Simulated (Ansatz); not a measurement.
# CAM-B3LYP/aug-cc-pVTZ run of H2O (water)

Aim: the vertical singlet–triplet gap of H2O (water) at CAM-B3LYP/aug-cc-pVTZ, from 2 runs. 

The results are computed with Ansatz 0.2.0.

24 further runs of the same task are left out: 24 set aside as unsound or not needed.

### Step 1. The system as given

H2O has 3 atoms, charge 0, and is taken as a singlet. SMILES: `O`. Geometry: relaxed at PBE0-D4/def2-TZVP.

Bond lengths: O1–H2 0.960 Å, O1–H3 0.960 Å. Angles: H2–O1–H3 105.1°.

### Step 2. The energy at CAM-B3LYP/aug-cc-pVTZ

Input file run.yaml:

```yaml
crystal:
  periodic: [false, false, false]
  atoms:
    - symbol: O
      position_ang: [-0.302700, 0.200200, -0.140600]
    - symbol: H
      position_ang: [0.466500, 0.548400, 0.315300]
    - symbol: H
      position_ang: [-0.163800, -0.748600, -0.174700]
basis:
  gaussian:
    orbitals: aug-cc-pVTZ
output: {orbitals: {seedname: orbitals}}
hamiltonian:
  xc: {name: CAM-B3LYP}
accuracy: high
```

Run with:

```sh
$ ansatz run run.yaml --threads 1 --pin off --max-ram 3480MiB --events-out events.jsonl --progress --plain --runs-dir runs
```

Standard output:

```text
Warning: RAYON_NUM_THREADS=1 ignored (pool sized by the plan → 1); use --threads N
Functional definition: CAM-B3LYP
  name "CAM-B3LYP"
  parameter alpha = 0.19
  parameter beta = 0.46
  parameter omega = 0.33/bohr
  parameter ac = 0.81
  exchange = (1 - alpha - beta)*b88_x + beta*b88_x_sr(omega) + alpha*exact_x + beta*exact_x_lr(omega)
  correlation = (1 - ac)*vwn5_c + ac*lyp_c
1351 factors; integrals over basis functions are off by at most 2.9e-9 eV
279 factors; integrals over basis functions are off by at most 2.3e-9 eV
mean field evaluation 1: about -2076.0436 eV, gradient 5.1e1 eV
mean field evaluation 2: about -2072.5608 eV, gradient 6.8e1 eV
mean field evaluation 4: about -2079.9850 eV, gradient 2.5e-1 eV
mean field evaluation 8: about -2079.9856 eV, gradient 4.9e-3 eV
mean field evaluation 16: about -2079.9856 eV, gradient 2.7e-7 eV
mean field -2079.98560410 eV, -76.4380610857 hartree, gradient 3.1e-8 eV, S^2 0.000000; 0 other end points of the search recorded, 0 dependent functions left out
reference -2079.98561851 eV, -76.4380616153 hartree; 5, 5 occupied and 87, 87 virtual orbitals, 1351 factors
Total energy: -2079.98561851 eV, -76.4380616153 hartree
```

It took 1.9 s on 1 thread of Arm Neoverse V2, shared host; peak memory 0.18 GiB.

### Step 3. The triplet, same level

Input file run.yaml:

```yaml
basis:
  gaussian: {orbitals: aug-cc-pVTZ}
crystal:
  periodic: [false, false, false]
  atoms:
    - {symbol: O, position_ang: [-0.302700, 0.200200, -0.140600]}
    - {symbol: H, position_ang: [0.466500, 0.548400, 0.315300]}
    - {symbol: H, position_ang: [-0.163800, -0.748600, -0.174700]}
magnetization: {spin_polarized: true, initial_magnetization: 2}
hamiltonian: {xc: {name: CAM-B3LYP}}
accuracy: high
output: {orbitals: {seedname: orbitals}}
```

Run with:

```sh
$ ansatz run run.yaml --threads 1 --pin off --max-ram 3480MiB --events-out events.jsonl --progress --plain --runs-dir runs
```

Standard output, shortened:

```text
Warning: RAYON_NUM_THREADS=1 ignored (pool sized by the plan → 1); use --threads N
[... 8 set-up lines as earlier in the session ...]
1351 factors; integrals over basis functions are off by at most 2.9e-9 eV
279 factors; integrals over basis functions are off by at most 2.3e-9 eV
mean field evaluation 1: about -2072.3588 eV, gradient 1.2e1 eV
mean field evaluation 2: about -2072.5552 eV, gradient 1.0e1 eV
mean field evaluation 4: about -2072.8465 eV, gradient 1.2e-1 eV
mean field evaluation 8: about -2072.8458 eV, gradient 5.2e-3 eV
mean field evaluation 16: about -2072.8458 eV, gradient 2.3e-6 eV
mean field -2072.84583764 eV, -76.1756795080 hartree, gradient 8.7e-8 eV, S^2 2.001961; 0 other end points of the search recorded, 0 dependent functions left out
reference -2072.84585084 eV, -76.1756799932 hartree; 6, 4 occupied and 86, 88 virtual orbitals, 1351 factors
Total energy: -2072.84585084 eV, -76.1756799932 hartree
```

Run time: 2.8 s. Hardware: 1 thread of Arm Neoverse V2, shared host; peak memory 0.21 GiB.

### Step 4. Summary of results

Level: CAM-B3LYP/aug-cc-pVTZ.

```
                                        quantity         value
                           singlet: total energy  -76.43806 Eh
                            singlet: HOMO energy     -10.69 eV
                            singlet: LUMO energy       0.03 eV
                          singlet: HOMO–LUMO gap      10.72 eV
                           triplet: total energy  -76.17568 Eh
     triplet: HOMO energy (highest over α and β)      -4.58 eV
                                   triplet: ⟨S²⟩         2.002
vertical energy of the triplet above the singlet      7.140 eV
```

What this shows: At this shape the triplet lies 7.14 eV (165 kcal/mol) above the singlet.
